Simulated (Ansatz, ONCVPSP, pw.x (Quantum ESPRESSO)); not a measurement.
## osmium (Os) (diamond): variants of one ONCV potential in the solid

- Element: osmium
- Generator: ONCVPSP 4.0.1.1 (patched build)
- Type: optimised norm-conserving Vanderbilt (ONCV)
- Functional: PBEsol
- Relativity: scalar-relativistic
- Frozen core: [Kr] 4d10 4f14
- Valence charge: 16
- Reference configuration: 5s2 5p6 5d6 6s2
- Partial waves: 5s+6s: rc 1.85 bohr, ncon 4, nbas 7, qcut 7.9 1/bohr, 2 projectors; 5p: rc 1.70 bohr, ncon 4, nbas 8, qcut 9 1/bohr, 3 projectors, debl 3.6 Ha; 5d: rc 2.10 bohr, ncon 3, nbas 7, qcut 8 1/bohr, 3 projectors, debl 4 Ha
- Local potential: polynomial inside 1.30 bohr (lpopt 5, dvloc0 0 Ha)
- Core correction: polynomial model core, fcfact 0.15

Crystal test: diamond Os in pw.x 7.5, no spin, 8³ k-points, Fermi–Dirac smearing 0.01 Ry, cutoffs set for each file from its atomic test. The reference is all-electron LAPW (Ansatz 0.2.0) with the same functional, mesh and smearing; V0 and B0 come from Birch–Murnaghan fits to the pressures at five volumes. Errors are pseudo minus all-electron; Δ is the rms difference of the E(V) curves that follow from these fits, minima aligned, over ±6 % about the mean V0. Mesh and smearing are coarse, so the numbers serve the comparison and aren't converged zero-temperature values; the lattice is a test structure that the element need not adopt.

All-electron: a0 = 5.503 Å (V0 = 20.83 Å³/atom), B0 = 222.1 GPa.

```csv
change,cutoffs (Ry),pw.x,a0 (Å),a0 error (%),B0 error (%),Δ (meV/atom),mean pressure error (GPa)
base,70/280,converged,5.480,-0.42,+0.8,12.9,-2.80
"reference 5s2 5p6 5d5; wave 5s+6s: rc 1.85 bohr, ncon 4, nbas 7, qcut 7.9 1/bohr, 2 projectors becomes 5s: rc 1.85 bohr, ncon 4, nbas 7, qcut 7.9 1/bohr, 2 projectors, debl 0.7 Ha",70/280,converged; energies reset by the program,5.482,-0.38,+0.7,11.6,-2.53
s: qcut 6,70/280,converged,5.479,-0.42,+0.9,12.9,-2.82
"core correction polynomial model core, fcfact 0.18",70/280,converged,5.480,-0.42,+0.8,12.9,-2.80
core correction none,70/280,converged,5.480,-0.40,+0.7,12.3,-2.68
"local potential polynomial inside 1.30 bohr (lpopt 5, dvloc0 -1 Ha)",70/280,converged,5.478,-0.46,+0.9,13.9,-3.02
```
